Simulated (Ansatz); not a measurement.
in.yaml

```yaml
crystal:
  periodic: [false, false, false]
  atoms:
    - {symbol: Al, position_ang: [-0.075561, 0.043982, 0.780641]}
    - {symbol: C, position_ang: [0.033843, -0.074052, -1.457524]}
    - {symbol: H, position_ang: [0.785360, 1.318208, 0.170521]}
    - {symbol: H, position_ang: [0.792780, -1.184102, 1.332093]}
    - {symbol: H, position_ang: [-0.461553, -1.044708, -1.377941]}
    - {symbol: H, position_ang: [-0.564953, 0.725006, -1.876418]}
    - {symbol: H, position_ang: [1.067775, -0.109341, -1.777245]}
basis:
  gaussian: {orbitals: cc-pVTZ}
total_charge: 1
magnetization: {spin_polarized: true, initial_magnetization: 1}
correlation: {method: ccsdt_q, electrons: outside_noble_gas}
```

```sh
$ ansatz run in.yaml --threads 2 --pin off --events-out ev --progress --plain --max-ram 24576MiB --backend cuda --devices 0, --max-vram 18GiB
```

Problem. Roughly how long does this take on 2 threads of AMD EPYC 7R13 with a shared H100 80 GB, shared host, and how much host memory?

Solution. 1.9 min wall and 1.2 GiB.

```
1736 factors; integrals over basis functions are off by at most 1.5e-7 eV
mean field evaluation 1: about -7675.7348 eV, gradient 3.2e1 eV
mean field evaluation 2: about -7675.7373 eV, gradient 3.2e1 eV
mean field evaluation 4: about -7682.5505 eV, gradient 3.4e0 eV
mean field evaluation 8: about -7682.9581 eV, gradient 1.6e-1 eV
mean field evaluation 16: about -7675.7347 eV, gradient 3.2e1 eV
mean field evaluation 32: about -7676.7777 eV, gradient 8.2e0 eV
mean field evaluation 64: about -7680.5635 eV, gradient 1.0e-3 eV
mean field evaluation 96: about -7682.7891 eV, gradient 1.9e0 eV
mean field evaluation 128: about -7681.1055 eV, gradient 2.3e0 eV
mean field evaluation 160: about -7677.7918 eV, gradient 1.9e1 eV
...
cycle  14  -7.67280456 eV  change   -7.8e-5 eV  update   7.3e-5
cycle  15  -7.67286181 eV  change   -5.7e-5 eV  update   4.4e-5
cycle  16  -7.67287481 eV  change   -1.3e-5 eV  update   2.8e-5
cycle  17  -7.67287443 eV  change    3.8e-7 eV  update   1.6e-5
cycle  18  -7.67287075 eV  change    3.7e-6 eV  update   1.0e-5
cycle  19  -7.67286957 eV  change    1.2e-6 eV  update   5.0e-6
cycle  20  -7.67287257 eV  change   -3.0e-6 eV  update   2.9e-6
cycle  21  -7.67287409 eV  change   -1.5e-6 eV  update   1.9e-6
cycle  22  -7.67287364 eV  change    4.5e-7 eV  update   1.2e-6
cycle  23  -7.67287307 eV  change    5.7e-7 eV  update   7.4e-7
perturbative correction -0.00841423 eV, -0.0003092174 hartree
Total energy: -7690.64057388 eV, -282.6258281868 hartree
```
